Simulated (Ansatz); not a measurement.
# AlNH (quartet): from Hartree-Fock to the top rungs at scale of all distances = 1.514, 6-31G

Aim: climb from Hartree-Fock through coupled cluster and multireference methods for AlNH (quartet) at one geometry and basis, and see what each rung misses.

The runs use Ansatz 0.2.0, Gaussian basis; 6-31G, core rule «outside noble gas», up to 6 orbitals frozen.

The runs, in order: UHF; CCSD(T) on ROHF; CCSD(T) on UHF; BCCD(T) on ROHF; CISD; CCSDT(Q) on ROHF; CCSDT(Q) on UHF; CCSDTQ on ROHF; CASSCF and MRCISD+Q, 5 electrons in 5 orbitals; CASSCF and NEVPT2, 5 electrons in 5 orbitals; CASSCF and MRCISD+Q, 9 electrons in 9 orbitals; CASSCF and NEVPT2, 9 electrons in 9 orbitals; Full CI.

17 further runs of the same task are left out: 1 for a mislabelled method, 1 for a known fault of the program, 11 that didn't finish, 4 set aside as unsound or not needed.

## Step 1: The geometry

The geometry derives from a PBE0/def2-TZVP stationary point (not a proven minimum). All distances are scaled together.

3 atoms, charge 0, spin multiplicity 4.

Atoms are counted from 1 here; the program's logs count them from 0.

No contacts short enough for the rule that draws bonds.

## Step 2: UHF

File in.yaml:

```yaml
crystal:
  periodic: [false, false, false]
  atoms:
    - {symbol: Al, position_ang: [0.000000, -0.158462, 0.934781]}
    - {symbol: N, position_ang: [0.000000, 0.162791, -1.952671]}
    - {symbol: H, position_ang: [0.000000, 1.979663, 2.111886]}
basis:
  gaussian: {orbitals: 6-31G}
magnetization: {spin_polarized: true, initial_magnetization: 3}
hamiltonian: {xc: hf}
output: {orbitals: {seedname: orbitals}}
```

On the command line:

```bash
> ansatz run in.yaml --threads 1 --pin off --events-out ev --progress --plain --max-ram 2393MiB
```

The runs that follow: CCSD(T) on ROHF; CCSD(T) on UHF; BCCD(T) on ROHF; CISD; CCSDT(Q) on ROHF; CCSDT(Q) on UHF; CCSDTQ on ROHF; CASSCF and MRCISD+Q, 5 electrons in 5 orbitals; CASSCF and NEVPT2, 5 electrons in 5 orbitals; CASSCF and MRCISD+Q, 9 electrons in 9 orbitals; CASSCF and NEVPT2, 9 electrons in 9 orbitals; Full CI.

**Question.** What will the summary of the whole plan be? Wanted: FCI below the RHF energy; RMP2 from FCI; UMP2 from FCI; RCCSD from FCI; RCCSD(T) from FCI; UCCSD(T) from FCI; RCCSDT(Q) from FCI; UCCSDT(Q) from FCI; NEVPT2 pair from FCI.

As calculated:

| quantity | value |
| --- | --- |
| FCI below the RHF energy | -2.7823 eV |
| RMP2 from FCI | +968.9 meV |
| UMP2 from FCI | +1045.9 meV |
| RCCSD from FCI | +50.6 meV |
| RCCSD(T) from FCI | +18.7 meV |
| UCCSD(T) from FCI | +16.9 meV |
| RCCSDT(Q) from FCI | +0.7 meV |
| UCCSDT(Q) from FCI | -0.9 meV |
| NEVPT2 pair from FCI | +710.5 meV |
| MRCISD+Q pair from FCI | -2.3 meV |
| NEVPT2 valence from FCI | +417.1 meV |
| levels within 1 kcal/mol (43 meV) | RCCSD(T), UCCSD(T), BCCD(T), RCCSDT, UCCSDT, RCCSDT(Q), UCCSDT(Q), RCCSDTQ, MRCISD+Q pair, MRCISD+Q valence |
| T1 diagnostic | 0.037 |
| effectively unpaired electrons | 3.16 |

What this shows: RCCSD(T) lands +18.7 meV from the yardstick (0.7 % of the correlation energy). MRCISD+Q pair falls below full CI: the +Q correction isn't variational, and the cores differ from full CI's. One determinant dominates. Of the multireference levels listed MRCISD+Q pair comes nearest in total energy (-2.3 meV), which doesn't show that its space is the better one. These misses are within one basis, not against nature; the frozen cores of restricted and unrestricted runs differ, which can shift their rows.
